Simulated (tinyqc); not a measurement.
Inside a calculation. Method: ROHF in the sto-3g basis, for CH2, spin multiplicity 3. One step of it, computed by the program tinyqc.

Task: Iteration 2: Roothaan effective Fock matrix. With projectors Pc = D(beta) S, Po = (D(alpha) - D(beta)) S, Pv = 1 - D(alpha) S, the block xy is Px^T F Py; with Fc = (F(alpha) + F(beta))/2, the blocks are Fc for cc, oo, vv and cv, F(beta) for co and F(alpha) for ov.

F(alpha) (hartree), order 1C 1s, 1C 2s, 1C 2px, 1C 2py, 1C 2pz, 2H 1s, 3H 1s:
$$\begin{pmatrix}
-10.289940 & -2.830926 & -0.009816 & 0.001424 & -0.010362 & -0.471651 & -0.473379 \\
-2.830926 & -1.271964 & -0.045907 & -0.022861 & -0.104662 & -0.510601 & -0.476261 \\
-0.009816 & -0.045907 & -0.005093 & 0.020493 & 0.007106 & -0.033192 & 0.015191 \\
0.001424 & -0.022861 & 0.020493 & -0.042536 & 0.011308 & -0.269654 & 0.310173 \\
-0.010362 & -0.104662 & 0.007106 & 0.011308 & -0.047357 & -0.151264 & -0.116094 \\
-0.471651 & -0.510601 & -0.033192 & -0.269654 & -0.151264 & -0.259577 & -0.087304 \\
-0.473379 & -0.476261 & 0.015191 & 0.310173 & -0.116094 & -0.087304 & -0.213031
\end{pmatrix}$$

F(beta) (hartree), order 1C 1s, 1C 2s, 1C 2px, 1C 2py, 1C 2pz, 2H 1s, 3H 1s:
$$\begin{pmatrix}
-10.247567 & -2.771425 & -0.012239 & 0.000820 & -0.000755 & -0.459335 & -0.460441 \\
-2.771425 & -0.984882 & 0.082046 & -0.017421 & -0.074037 & -0.423875 & -0.408762 \\
-0.012239 & 0.082046 & 0.664089 & 0.041241 & -0.003361 & 0.046215 & 0.012651 \\
0.000820 & -0.017421 & 0.041241 & 0.035740 & -0.023001 & -0.248131 & 0.291331 \\
-0.000755 & -0.074037 & -0.003361 & -0.023001 & 0.661166 & -0.057678 & -0.038044 \\
-0.459335 & -0.423875 & 0.046215 & -0.248131 & -0.057678 & -0.192424 & -0.064906 \\
-0.460441 & -0.408762 & 0.012651 & 0.291331 & -0.038044 & -0.064906 & -0.175461
\end{pmatrix}$$

D(alpha) after iteration 1, order 1C 1s, 1C 2s, 1C 2px, 1C 2py, 1C 2pz, 2H 1s, 3H 1s:
$$\begin{pmatrix}
1.059916 & -0.239365 & 0.001959 & -0.008242 & 0.000740 & -0.034019 & -0.003632 \\
-0.239365 & 0.976356 & -0.008525 & 0.064367 & 0.020761 & 0.111067 & -0.034157 \\
0.001959 & -0.008525 & 0.977722 & -0.117622 & -0.011833 & 0.123938 & -0.125615 \\
-0.008242 & 0.064367 & -0.117622 & 0.751577 & -0.030467 & -0.015484 & -0.237150 \\
0.000740 & 0.020761 & -0.011833 & -0.030467 & 1.021403 & 0.021941 & -0.125157 \\
-0.034019 & 0.111067 & 0.123938 & -0.015484 & 0.021941 & 0.029145 & -0.020027 \\
-0.003632 & -0.034157 & -0.125615 & -0.237150 & -0.125157 & -0.020027 & 0.121181
\end{pmatrix}$$

D(beta) after iteration 1, order 1C 1s, 1C 2s, 1C 2px, 1C 2py, 1C 2pz, 2H 1s, 3H 1s:
$$\begin{pmatrix}
1.056916 & -0.228613 & 0.054738 & -0.011177 & 0.003709 & -0.025996 & -0.012200 \\
-0.228613 & 0.934922 & -0.194039 & 0.079719 & -0.044004 & 0.081296 & 0.001572 \\
0.054738 & -0.194039 & 0.044533 & -0.072054 & 0.004052 & -0.015946 & 0.018818 \\
-0.011177 & 0.079719 & -0.072054 & 0.740658 & 0.062606 & -0.005942 & -0.253897 \\
0.003709 & -0.044004 & 0.004052 & 0.062606 & 0.008132 & -0.004944 & -0.022975 \\
-0.025996 & 0.081296 & -0.015946 & -0.005942 & -0.004944 & 0.007331 & 0.004646 \\
-0.012200 & 0.001572 & 0.018818 & -0.253897 & -0.022975 & 0.004646 & 0.088017
\end{pmatrix}$$

overlap S, order 1C 1s, 1C 2s, 1C 2px, 1C 2py, 1C 2pz, 2H 1s, 3H 1s:
$$\begin{pmatrix}
1.000000 & 0.248362 & 0.000000 & 0.000000 & 0.000000 & 0.040375 & 0.040375 \\
0.248362 & 1.000000 & 0.000000 & 0.000000 & 0.000000 & 0.388975 & 0.388975 \\
0.000000 & 0.000000 & 1.000000 & 0.000000 & 0.000000 & 0.000000 & 0.000000 \\
0.000000 & 0.000000 & 0.000000 & 1.000000 & 0.000000 & 0.363170 & -0.363170 \\
0.000000 & 0.000000 & 0.000000 & 0.000000 & 1.000000 & 0.162274 & 0.162274 \\
0.040375 & 0.388975 & 0.000000 & 0.363170 & 0.162274 & 1.000000 & 0.067407 \\
0.040375 & 0.388975 & 0.000000 & -0.363170 & 0.162274 & 0.067407 & 1.000000
\end{pmatrix}$$

Give: effective F.

Result:

effective F (hartree), order 1C 1s, 1C 2s, 1C 2px, 1C 2py, 1C 2pz, 2H 1s, 3H 1s:
$$\begin{pmatrix}
-10.269 & -2.800 & -0.005 & 0.001 & -0.003 & -0.464 & -0.467 \\
-2.800 & -1.121 & 0.037 & -0.021 & -0.085 & -0.456 & -0.441 \\
-0.005 & 0.037 & 0.315 & 0.018 & -0.003 & 0.034 & 0.023 \\
0.001 & -0.021 & 0.018 & -0.005 & -0.004 & -0.260 & 0.302 \\
-0.003 & -0.085 & -0.003 & -0.004 & 0.307 & -0.085 & -0.068 \\
-0.464 & -0.456 & 0.034 & -0.260 & -0.085 & -0.207 & -0.072 \\
-0.467 & -0.441 & 0.023 & 0.302 & -0.068 & -0.072 & -0.193
\end{pmatrix}$$
